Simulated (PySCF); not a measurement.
# CH3B (CH2BH): the cost of one run

The runs use PySCF 2.14.0, with density-fitted response routines of our own; the level of theory stands in each step. All values are computed, except where a source is named. Atoms count from 0, in the outputs and in this text.

## (1) The starting structure

5 atoms, charge 0, multiplicity 1; geometry from: GFN2-xTB. The atoms were then displaced at random by about 0.03 Å, so the start is not that level's minimum.

Bonds of the start (Å): B0–C1 1.46, B0–H2 1.02, C1–H3 1.02, C1–H4 1.10.

## (2) Relaxing the molecule at PBE0-D3(BJ)/def2-SVP

Job settings and geometry (Å):

```
{"job": {"xc": "PBE0", "basis": "def2-SVP", "d3": "d3bj", "grid": 1, "shake": 0.03, "kind": "geom"}, "charge": 0, "multiplicity": 1}
B      0.884870    -0.075540     0.224500
C     -0.535130    -0.015680    -0.110150
H      1.880570     0.004040     0.446680
H     -1.132220     0.730860     0.246020
H     -1.006000    -0.748460    -0.774680
```

Started as:

```console
> OMP_NUM_THREADS=1 python probes_run.py task.json out
```

One launch serves the whole session: the jobs run in the order shown.

**Question.** How long does this first job take on 1 thread of Arm Neoverse N1, shared host, and how much memory does it need?

About 3.6 s, with a peak of 0.23 GiB.
